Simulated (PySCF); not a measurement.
## Structure from NMR data

The spectra below were simulated for a compound C₃H₅F₃.

1H NMR (500 MHz, computed): δ 1.98 (m, 2H), 1.12 (t, 3H).

13C{1H} NMR (computed): δ 138.7 (C), 32.1 (CH2), 9.1 (CH3).

Computed data (PySCF 2.14.0 with density-fitted response routines): B97-2/pcSseg-2 with gauge-including orbitals, geometry from PBE0-D3(BJ)/def2-TZVP. Gas phase, one computed conformer, one averaged value for each set of equivalent atoms, non-relativistic Hamiltonian.

Referencing at the same level of theory: TMS for 1H (σ = 31.64 ppm), 13C (σ = 185.38 ppm).

Task: What is the structure?

Result: 
Rings plus π bonds: 0. 3 carbon signals for 3 carbons: no two carbons are equivalent. Carbon types of the structure: 1 × C, 1 × CH2, 1 × CH3, which accounts for all hydrogens. δC 138.7: CF3 carbon; 3 electronegative neighbours deshield it. δC 32.1: sp3 CH2; a saturated carbon with 2 carbon neighbours and no heteroatom attached. δC 9.1: methyl carbon; a saturated carbon with 1 carbon neighbour and no heteroatom attached. δH 1.98: hydrogen on an sp3 CH2. δH 1.12: hydrogen on a methyl carbon; far from electronegative atoms and π systems.

Structure: `CCC(F)(F)F`.

This is the structure that produced the data.

Splittings by 19F in the carbon and heteronuclear signals aren't shown, as no couplings were computed. Shifts are as computed. Against solution values, carbons near 30 ppm lie about +3 ppm off and those near 130 ppm about +7 ppm. Of 1211 compounds with measured shifts, 218 miss one by over three times the rms of a fit or turn the order of signals round; such compounds aren't used in these exercises. No couplings were computed; multiplicities are counted from neighbouring protons, with m where these are inequivalent, close in shift, in a saturated or five-membered ring or joined by F or P, and br s for small geminal =CH2 splittings.
